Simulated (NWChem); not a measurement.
Correlation energy of CH (+1)

```xyz
2

C      0.0000     0.0000     0.1639
H      0.0000     0.0000    -0.9833
```
Charge +1, spin multiplicity 1.

Program: NWChem. Structure: optimised with PBE0/def2-SVP, a minimum by its harmonic frequencies.

Basis set: STO-3G. Each correlation energy counts from its own Hartree-Fock reference.

The correlated methods keep 1 core orbital frozen. The structure started from a generated list of species. No row is a measurement; the coupled-cluster row has its own basis-set and correlation limits.

Question: Order these methods by the correlation energy they give, lowest first: CCSD, MP2, SCS-MP2.

Answer: CCSD (-59.9 mHa), SCS-MP2 (-38.7 mHa), MP2 (-32.3 mHa)
